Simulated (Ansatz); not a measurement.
Gas-phase reaction in SMILES: CC([O])=O -> C(=O)O[CH2]

Quantity: isomerisation energy (electronic), in kcal/mol. Set-up: LANL2DZ all-electron up to Ne; 6-311+G** with 5d; spin-orbit terms left out; UHF or UKS for open shells; no dispersion term unless named; six Cartesian d functions in 6-31G* and its kin unless marked 5d; non-relativistic. Ab initio and DFT rows: single points at B3LYP-D3(BJ) geometries (Ansatz, a program for electronic structure).

| level | program | isomerisation energy (electronic) (kcal/mol) |
|---|---|---|
| B3LYP/STO-3G | Ansatz | 1.9 |
| B3LYP/3-21G | Ansatz | 4.0 |
| B3LYP/LANL2DZ | Ansatz | 4.5 |
| B3LYP/6-31G | Ansatz | 6.0 |
| B3LYP/6-31G* | Ansatz | 4.7 |
| B3LYP/6-31+G* | Ansatz | 4.1 |
| B3LYP/6-31G** | Ansatz | 4.4 |
| B3LYP/def2-SVP | Ansatz | 2.3 |
| B3LYP/cc-pVDZ | Ansatz | 4.0 |
| B3LYP/6-311+G** | Ansatz | 4.5 |
| B3LYP/def2-TZVPD | Ansatz | 3.9 |

No value to compare with is used here. The 10 habitual levels span 1.9 (B3LYP/STO-3G) to 6.0 kcal/mol (B3LYP/6-31G); B3LYP/def2-TZVPD gives 3.9.

The sets are all those run for this method; runs whose electronic state is in doubt are left out.
